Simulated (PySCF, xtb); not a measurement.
Bonds broken one at a time in the series Al CH3-I. All species are isolated molecules in the gas phase. Strings in code marks are SMILES.

Quantity: homolytic bond dissociation enthalpy at 298 K (no spin–orbit term), in kcal/mol. Thermal and zero-point terms are GFN2-xTB rigid-rotor harmonic values (xtb).

Level 1: PBE-D3(BJ)/def2-TZVP // B3LYP-D3(BJ)/def2-TZVP (PySCF)
Level 2: ωB97X-D3(BJ)/def2-TZVP // B3LYP-D3(BJ)/def2-TZVP (PySCF)
Level 3: B3LYP/6-311+G** (LANL2DZ on I) // B3LYP-D3(BJ)/def2-TZVP (PySCF)
Level 4: HF/6-31G* (LANL2DZ on I) // B3LYP-D3(BJ)/def2-TZVP (PySCF)

| species | level 1 | level 2 | level 3 | level 4 |
|---|---|---|---|---|
| Al–I bond of `[CH3][Al]([CH3])[I]`, giving `[CH3][Al][CH3]` and `[I]` | 91.7 | 98.4 | 84.2 | 68.2 |
| Al–I bond of `[CH3][Al]([I])[I]`, giving `[CH3][Al][I]` and `[I]` | 86.2 | 92.6 | 77.4 | 61.0 |
| C–Al bond of `[CH3][Al]([CH3])[I]`, giving `[CH3]` and `[CH3][Al][I]` | 78.3 | 83.0 | 74.9 | 55.6 |
